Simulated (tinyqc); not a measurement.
UHF in the sto-3g basis, for H2O, spin multiplicity 3, step by step (part 2 of 2). This run ends on a higher stationary point, not on the lowest solution. Computed by tinyqc, a small Python program that keeps every step (integrals from PySCF). Command: `OMP_NUM_THREADS=1 python tinyqc.py 22290 22291 out.jsonl` (the two numbers bound the seeds that draw the settings). One thread of a shared host (Intel(R) Xeon(R) Processor @ 2.60GHz), about 0.2 s of CPU time with the checks.

Geometry (angstrom):
```
atom       x        y       z
O     0.0000   0.0000  0.0000
H     0.0000   1.1500  0.7790
H     0.0000  -1.1500  0.7790
```

## Convergence

Stop when the energy changes by less than 1e-10 hartree and every element of the error matrix X^T (F D S - S D F) X (for each spin) is below 3e-06.

Course of the cycle:
```
iteration  E (hartree)     change  largest element of the error matrix
1           -74.358092          -                             2.16e-01
2           -74.419412  -6.13e-02                             1.73e-01
3           -74.471074  -5.17e-02                             1.43e-01
4           -74.512346  -4.13e-02                             1.16e-01
5           -74.544031  -3.17e-02                             8.81e-02
6           -74.567960  -2.39e-02                             6.46e-02
7           -74.584733  -1.68e-02                             4.74e-02
8           -74.585460  -7.27e-04                             3.48e-02
9           -74.598719  -1.33e-02                             2.46e-02
10          -74.609574  -1.09e-02                             1.73e-02
11          -74.619409  -9.83e-03                             1.21e-02
12          -74.627005  -7.60e-03                             8.45e-03
13          -74.632740  -5.74e-03                             5.95e-03
14          -74.636909  -4.17e-03                             4.17e-03
...                ...        ...                                  ...
47          -74.647181  -3.52e-08                             3.24e-08
48          -74.647181  -2.47e-08                             2.27e-08
49          -74.647181  -1.73e-08                             1.59e-08
50          -74.647181  -1.21e-08                             1.11e-08
51          -74.647181  -8.46e-09                             7.79e-09
52          -74.647181  -5.92e-09                             5.45e-09
53          -74.647181  -4.14e-09                             3.82e-09
54          -74.647181  -2.90e-09                             2.67e-09
55          -74.647181  -2.03e-09                             1.87e-09
56          -74.647181  -1.42e-09                             1.31e-09
57          -74.647181  -9.95e-10                             9.17e-10
58          -74.647181  -6.96e-10                             6.42e-10
59          -74.647181  -4.87e-10                             4.49e-10
60          -74.647181  -3.41e-10                             3.14e-10
```

PySCF UHF in the same basis, after a stability check = -74.720238 hartree

Not converged within the cap of 60 iterations: the residual falls steadily but slowly, by a factor of about 0.70 a step. Reruns (cap 100 unless said): DIIS 8: converged in 14 to a higher stationary point; damping 0.5: converged in 96 to a higher stationary point; level shift 0.5: converged in 81 to a higher stationary point; atomic densities as start, DIIS 8: converged in 13; the original settings with a cap of 400: converged in 64 to a higher stationary point.
